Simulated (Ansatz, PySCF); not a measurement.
Molecule: C2Cl4, net charge 0, singlet state. SMILES: ClC(Cl)=C(Cl)Cl
Geometry: optimised at B3LYP-D3(BJ)/def2-TZVP (Ansatz, a quantum-chemistry and plane-wave program).

Harmonic wavenumbers (cm⁻¹) at HF/6-31G* (Ansatz, at its own minimum) and at B3LYP-D3(BJ)/def2-TZVP (PySCF, at the structure above). 6-31G* holds six Cartesian d functions. Modes are numbered in rising order, 12 in all, and paired by that order; shown are modes over 250 cm⁻¹ that lie over 6 % from every other mode at both levels, one of each degenerate set, at most eight drawn at random. The second level is harmonic too, so this factor is not the one that brings values to measured fundamentals.

```
mode  HF/6-31G* (x)  B3LYP-D3(BJ)/def2-TZVP (y)
----  -------------  --------------------------
7               485                         447
8               643                         550
9               849                         776
10              998                         885
11             1116                         970
12             1823                        1615
```

**Question.** Fit one scale factor, y = λ·x, by least squares, and use it for mode 6, which lies at 377 cm⁻¹ at HF/6-31G*.

**Answer.** λ = Σxy/Σx² = 6139164/6934264 = 0.8853; the rows scatter about it by 16 cm⁻¹ (root mean square). Prediction for mode 6: 334 cm⁻¹. It lies outside the range of the table, so the fit extrapolates. The wavenumber at B3LYP-D3(BJ)/def2-TZVP is 346 cm⁻¹, so the fit misses by -12 cm⁻¹, against +31 cm⁻¹ without it. The fit is meant for this molecule alone.
